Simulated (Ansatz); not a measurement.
**PW (Pnma)**

Method: DFT r2SCAN, scalar-relativistic, plane waves, PAW (Ansatz 0.2.0).

Cutoff 500 eV; k points 6×12×6 on the computed 8-atom cell (Γ-centred); Gaussian smearing, width 0.10 eV; no spin polarisation.

The structure is relaxed at this level of theory with its symmetry kept. Whether it is the stable form of this composition wasn't checked.

```cif
data_structure
_symmetry_space_group_name_H-M 'Pnma'
_symmetry_Int_Tables_number 62
_cell_length_a 5.7399
_cell_length_b 3.2653
_cell_length_c 6.2075
_cell_angle_alpha 90.000
_cell_angle_beta 90.000
_cell_angle_gamma 90.000
_cell_volume 116.34
loop_
_atom_site_label
_atom_site_type_symbol
_atom_site_symmetry_multiplicity
_atom_site_Wyckoff_symbol
_atom_site_fract_x
_atom_site_fract_y
_atom_site_fract_z
_atom_site_occupancy
P1 P 4 c 0.81448 0.75000 0.56749 1
W1 W 4 c 0.98621 0.75000 0.18735 1
```

(1) Formation energy from the elements' standard states (uncorrected)?

(2) Density of states at the Fermi level?

(3) Löwdin character within 0.5 eV of the Fermi level?

(4) Bader charges (e)?

Spin-orbit coupling is left out, which matters for the bands of heavy elements.

Results:

(1) -0.392 eV/atom.

(2) 3.02 states/eV per cell.

(3) W 5d 79 %, P 3p 11 %, unprojected 6 %.

(4) P (4 in the cell) -0.92, W (4 in the cell) 0.92.

Cost: 1 run of about 12 core-minutes, on Intel Xeon Processor @ 2.50GHz (Skylake/Cascade Lake) (shared hosts).